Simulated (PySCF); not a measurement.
Ligands exchanged one at a time, Al Cl-SiH3. Isolated molecules, 0 K electronic values unless said otherwise. Strings in code marks are SMILES.

The numbers are results of PySCF with PBE-D3(BJ)/def2-TZVP, not measurements. All candidates: neutral, multiplicity 1. Delta-SCF ions had no search for a lower state. Excitations are Tamm–Dancoff values on a coarser integration grid. The basis has no diffuse functions, so Rydberg states are missing or too high.

```json
{
  "T1 excitation (TDA)": "5.60 eV",
  "LUMO": "-2.23 eV",
  "vertical ionisation energy (Delta-SCF)": "10.84 eV"
}
```

Name which member has these values.
A. `[SiH3][Al]([Cl])[Cl]`
B. `[Cl][Al]([Cl])[Cl]`
C. `[SiH3][Al]([SiH3])[Cl]`

B, `[Cl][Al]([Cl])[Cl]`. The others give `[SiH3][Al]([Cl])[Cl]`: 4.11 eV, -2.63 eV, 9.92 eV; `[SiH3][Al]([SiH3])[Cl]`: 2.97 eV, -3.03 eV, 8.81 eV
